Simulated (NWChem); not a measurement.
Program: NWChem. System: C₃H₄, charge 0, spin multiplicity 1, displaced from the optimised geometry. Level: LDA (SVWN5)/def2-SVP.

NWChem printed:

```
             Northwest Computational Chemistry Package (NWChem) 7.3.0
             --------------------------------------------------------

                                NWChem Input Module
                                -------------------

 Scaling coordinates for geometry "geometry" by  1.889725989
 (inverse scale =  0.529177249)

 Turning off AUTOSYM since
 SYMMETRY directive was detected!

                             Geometry "geometry" -> ""
                             -------------------------

 Output coordinates in angstroms (scale by  1.889725989 to convert to a.u.)

  No.       Tag          Charge          X              Y              Z
 ---- ---------------- ---------- -------------- -------------- --------------
    1 C                    6.0000     1.24786600    -0.19989300     0.00000000
    2 C                    6.0000    -0.21584000     0.03604600     0.00000000
    3 C                    6.0000    -1.43556500     0.22975400     0.00000000
    4 H                    1.0000     1.47812500    -1.29913300     0.00000000
    5 H                    1.0000     1.73053800     0.25252500     0.90754500
    6 H                    1.0000     1.73053800     0.25252500    -0.90754500
    7 H                    1.0000    -2.51796600     0.39864200     0.00000000

 Effective nuclear repulsion energy (a.u.)      57.4061020694

            Nuclear Dipole moment (a.u.)
            ----------------------------
        X                 Y               Z
 ---------------- ---------------- ----------------
     0.0000018897     0.0000018897     0.0000000000

      Symmetry information
      --------------------

 Group name             Cs
 Group number              2
 Group order               2
 No. of unique centers     6

      Symmetry unique atoms

     1    2    3    4    5    7


 Summary of "ao basis" -> "" (spherical)
 ------------------------------------------------------------------------------
       Tag                 Description            Shells   Functions and Types
 ---------------- ------------------------------  ------  ---------------------
 *                          def2-svp                  on all atoms

                                 NWChem DFT Module
                                 -----------------

 Summary of "ao basis" -> "ao basis" (spherical)
 ------------------------------------------------------------------------------
       Tag                 Description            Shells   Functions and Types
[...]
     1   1 0 0      0.332759      0.166378      0.166378      0.000002
     1   0 1 0     -0.055819     -0.027910     -0.027910      0.000002
     1   0 0 1     -0.000000     -0.000000     -0.000000      0.000000

     2   2 0 0    -10.287132    -70.319328    -70.319328    130.351524
     2   1 1 0     -0.671452      9.613830      9.613830    -19.899112
     2   1 0 1      0.000000      0.000000      0.000000      0.000000
     2   0 2 0    -14.443311    -11.754158    -11.754158      9.065005
     2   0 1 1     -0.000000     -0.000000     -0.000000      0.000000
     2   0 0 2    -14.549572    -10.216050    -10.216050      5.882528

            General Information
            -------------------
          SCF calculation type: DFT
          Wavefunction type:  closed shell.
          No. of atoms     :     7
          No. of electrons :    22
           Alpha electrons :    11
            Beta electrons :    11
          Charge           :     0
          Spin multiplicity:     1
          Use of symmetry is: on ; symmetry adaption is: on
          Maximum number of iterations: 100
          AO basis - number of functions:    62
                     number of shells:    30
          Convergence on energy requested:  1.00D-04
          Convergence on density requested:  1.00D-03
          Convergence on gradient requested:  5.00D-03

              XC Information
              --------------
                        Slater Exchange Functional  1.000 local
                      VWN V Correlation Functional  1.000 local

             Grid Information
             ----------------
          Grid used for XC integration:  medium
          Radial quadrature: Mura-Knowles
          Angular quadrature: Lebedev.
          Tag              B.-S. Rad. Rad. Pts. Rad. Cut. Ang. Pts.
          ---              ---------- --------- --------- ---------
          C                   0.70       49          10.0       434
          H                   0.35       45          11.0       434
          Grid pruning is: on
          Number of quadrature shells:   282
          Spatial weights used:  Erf1

          Convergence Information
          -----------------------
          Convergence aids based upon iterative change in
          total energy or number of iterations.
          Levelshifting, if invoked, occurs when the
          HOMO/LUMO gap drops below (HL_TOL):  1.00D-02
          DIIS, if invoked, will attempt to extrapolate
          using up to (NFOCK): 10 stored Fock matrices.

                    Damping( 0%)  Levelshifting(0.5)       DIIS
                  --------------- ------------------- ---------------
          dE  on:    start            ASAP                start
          dE off:    2 iters        100 iters           100 iters

      Screening Tolerance Information
      -------------------------------
          Density screening/tol_rho:  1.00D-10
          AO Gaussian exp screening on grid/accAOfunc:   9
          CD Gaussian exp screening on grid/accCDfunc:  20
          XC Gaussian exp screening on grid/accXCfunc:  20
          Schwarz screening/accCoul:  1.00D-08

                            NWChem DFT Gradient Module
                            --------------------------

  charge          =   0.00
  wavefunction    = closed shell

  Using symmetry

                         DFT ENERGY GRADIENTS

    atom               coordinates                        gradient
                 x          y          z           x          y          z
   1 C       2.358125  -0.377743   0.000000    0.018735  -0.002982   0.000000
   2 C      -0.407878   0.068117   0.000000    0.004664  -0.000654   0.000000
   3 C      -2.712824   0.434172   0.000000   -0.023609   0.003842   0.000000
   4 H       2.793251  -2.455005   0.000000    0.001618  -0.007046   0.000000
   5 H       3.270243   0.477203   1.715011    0.003321   0.002837   0.005768
   6 H       3.270243   0.477203  -1.715011    0.003321   0.002837  -0.005768
   7 H      -4.758266   0.753324   0.000000   -0.008051   0.001167   0.000000

                 ----------------------------------------
                 |  Time  |  1-e(secs)   |  2-e(secs)   |
                 ----------------------------------------
                 |  CPU   |       0.00   |       0.32   |
                 ----------------------------------------
                 |  WALL  |       0.00   |       0.32   |
                 ----------------------------------------

 Task  times  cpu:        1.3s     wall:        1.3s

 Total times  cpu:        1.3s     wall:        1.3s
```

Task: Write an NWChem input that would produce this output.

Result: Several could match; the one computed here: 
```
start mol
memory heap 200 mb stack 900 mb global 1100 mb
geometry units angstroms nocenter noautoz
  C      1.247866    -0.199893     0.000000
  C     -0.215840     0.036046     0.000000
  C     -1.435565     0.229754     0.000000
  H      1.478125    -1.299133     0.000000
  H      1.730538     0.252525     0.907545
  H      1.730538     0.252525    -0.907545
  H     -2.517966     0.398642     0.000000
  symmetry group Cs
end
basis spherical
  * library def2-svp
end
dft
  xc slater vwn_5
  semidirect memsize 60000000 filesize 0
  iterations 100
  convergence energy 1e-4 density 1e-3 gradient 5e-3
end
task dft gradient
```
